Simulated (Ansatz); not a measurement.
CsPbPO4 (Pnma, No. 62; cell taken from a computed entry) was calculated with r²SCAN+SOC (PAW; Ansatz, a quantum-chemistry and plane-wave program).

Run with plane-wave cutoff 560 eV, 4×6×4 k mesh (along the axes of the cell as run), Fermi–Dirac smearing 0.01 eV, PAW data made under PBE.

Cell (relaxed with PBEsol):

```yaml
crystal:
  lattice:
    - [9.82222, 0.00000, 0.00000]
    - [0.00000, 5.64631, 0.00000]
    - [0.00000, 0.00000, 9.10940]
  atoms:
    - { symbol: Cs, position: [0.02369, 0.75000, 0.65210] }
    - { symbol: Cs, position: [0.97631, 0.25000, 0.34790] }
    - { symbol: Cs, position: [0.47631, 0.25000, 0.15210] }
    - { symbol: Cs, position: [0.52369, 0.75000, 0.84790] }
    - { symbol: P, position: [0.82980, 0.75000, 0.08513] }
    - { symbol: P, position: [0.17020, 0.25000, 0.91487] }
    - { symbol: P, position: [0.67020, 0.25000, 0.58513] }
    - { symbol: P, position: [0.32980, 0.75000, 0.41487] }
    - { symbol: Pb, position: [0.15807, 0.75000, 0.09382] }
    - { symbol: Pb, position: [0.84193, 0.25000, 0.90618] }
    - { symbol: Pb, position: [0.34193, 0.25000, 0.59382] }
    - { symbol: Pb, position: [0.65807, 0.75000, 0.40618] }
    - { symbol: O, position: [0.94122, 0.75000, 0.96204] }
    - { symbol: O, position: [0.05878, 0.25000, 0.03796] }
    - { symbol: O, position: [0.55878, 0.25000, 0.46204] }
    - { symbol: O, position: [0.44122, 0.75000, 0.53796] }
    - { symbol: O, position: [0.89608, 0.75000, 0.23862] }
    - { symbol: O, position: [0.10392, 0.25000, 0.76138] }
    - { symbol: O, position: [0.60392, 0.25000, 0.73862] }
    - { symbol: O, position: [0.39608, 0.75000, 0.26138] }
    - { symbol: O, position: [0.73916, 0.97509, 0.06446] }
    - { symbol: O, position: [0.26084, 0.02491, 0.93554] }
    - { symbol: O, position: [0.76084, 0.02491, 0.56446] }
    - { symbol: O, position: [0.23916, 0.97509, 0.43554] }
    - { symbol: O, position: [0.23916, 0.52491, 0.43554] }
    - { symbol: O, position: [0.76084, 0.47509, 0.56446] }
    - { symbol: O, position: [0.26084, 0.47509, 0.93554] }
    - { symbol: O, position: [0.73916, 0.52491, 0.06446] }
```

Q: What does this level give for the band gap, smallest direct gap on the k points sampled and Γ–Γ gap?

A: 
- band gap = 3.91 eV (indirect)
- smallest direct gap on the k points sampled = 3.98 eV
- Γ–Γ gap = 4.10 eV

Note: cell and atoms aren't relaxed at this level (largest force component 0.47 eV/Å, pressure -0.3 GPa).

Computed values are for the static lattice.
